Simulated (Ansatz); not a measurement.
Results of rVV10 (Ansatz, a quantum-chemistry and plane-wave program, plane waves, PAW) for 1T (CdI2-type) TaS2 (undistorted form, which takes a superstructure on cooling).

Rigid layers of the crystal as relaxed at this level are moved apart or together:

| run | k mesh | layer repeat (Å) | energy against free layers (meV/Å²) | gap on the mesh (eV) |
|---|---|---|---|---|
| 1 | 12×12×6 | 5.6 | -24.19 | 0.000 |
| 2 | 12×12×6 | 5.75 | -27.88 | 0.000 |
| 3 | 12×12×6 | 5.9 | -29.24 | 0.000 |
| 4 | 12×12×6 | 6.1 | -28.74 | 0.000 |
| 5 | 12×12×6 | 6.4 | -25.46 | 0.000 |
| 6 | 12×12×6 | 6.9 | -18.44 | 0.000 |
| 7 | 12×12×4 | 7.9 | -8.76 | 0.000 |
| 8 | 12×12×4 | 9.9 | -2.51 | 0.000 |

The lowest energy of these points lies at a layer repeat of 5.90 Å.

Spin–orbit coupling is not included.
